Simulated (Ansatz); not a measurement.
Two isomers of C2H3NO: A = `NC#CO`, B = `N=C=CO`.

Calculated with Ansatz (gas phase, PBE0-D4/def2-TZVP geometries, no zero-point term in ΔE). CBS: MP2 limit from def2 TZ/QZ plus the TZ coupled-cluster correction, frozen cores. Functionals use def2-TZVPP. B3LYP here is the variant with VWN-RPA as its local correlation; programs differ in this. One conformer a species, not always the lowest.

(1) Which is lower in electronic energy at CCSD(T)/CBS, and by how much? (Estimate.)

(2) Give E(B) − E(A) in kcal/mol with PBE-D4, B2PLYP, CCSD/def2-TZVPP, r2SCAN-D4, CCSD(T)/def2-TZVPP, CCSD(T)/def2-SVP, B3LYP. (Estimate.)

(3) Does the order hold for the free energy at 298.15 K (harmonic terms from PBE0-D4)? (An estimate is asked.)

Largest T1 diagnostic: 0.014.

Answers

(1) Computed: B, by 13.6 kcal/mol.

(2) The calculation gave: PBE-D4 -16.0, B2PLYP -14.0, CCSD/def2-TZVPP -13.6, r2SCAN-D4 -16.6, CCSD(T)/def2-TZVPP -14.6, CCSD(T)/def2-SVP -14.1, B3LYP -15.0. None reverses the order clearly.

(3) Computed: Yes: G(B) − G(A) = -14.1 kcal/mol, for one conformer each.

From r2SCAN to r2SCAN0 (25 % exact exchange), in def2-TZVPP and without D4, E(B) − E(A) moves by +2.5 kcal/mol. Leaving LDA and LC-ωPBE aside and taking each functional with its dispersion term where it has one, the values, not all of them listed here, spread over 5.5 kcal/mol, from B97M-V to PBE-QIDH. LDA lies +3.2 kcal/mol from PBE without D4.
